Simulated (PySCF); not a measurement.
Calculation: M06-2X/def2-TZVP // PBE0-D3(BJ)/def2-SVP (PySCF). All species are isolated molecules in the gas phase. 

Reference species (SMILES): `N` (neutral, multiplicity 1).

```json
{
  "HOMO–LUMO gap": "10.91 eV",
  "dipole_moment": "1.80 D",
  "HOMO": "-9.31 eV"
}
```

After one change: the HOMO–LUMO gap rises by 1.34 eV; the dipole moment rises by 2.22 D; the HOMO drops by 1.51 eV.

Question: Name the change that produced these shifts. The new species is one of these.
A. `O`
B. `CO`
C. `CC#N`
D. `CN(C)C`

Answer: C, `CC#N`
